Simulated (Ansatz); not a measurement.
# Smallest direct gap on the k points sampled of rock-salt LiCl at several levels of theory

No measured value is used here.

| level (code) | value (eV) |
|---|---|
| LDA (Ansatz) | 5.95 |
| PBE (Ansatz) | 6.29 |
| r²SCAN (Ansatz) | 7.19 |
| HSE06 (Ansatz) | ___ |
| Hartree–Fock (Ansatz) | 15.19 |

Question: Fill in the missing entries.

Answer: 
- HSE06 (Ansatz, a first-principles code), value (eV): 7.69

Computed values are for a static lattice.  Values are at the measured cell. Cutoffs and k meshes differ between the levels. Ansatz's density-functional and Hartree–Fock values are scalar-relativistic unless marked +SOC, with PAW data made under PBE.
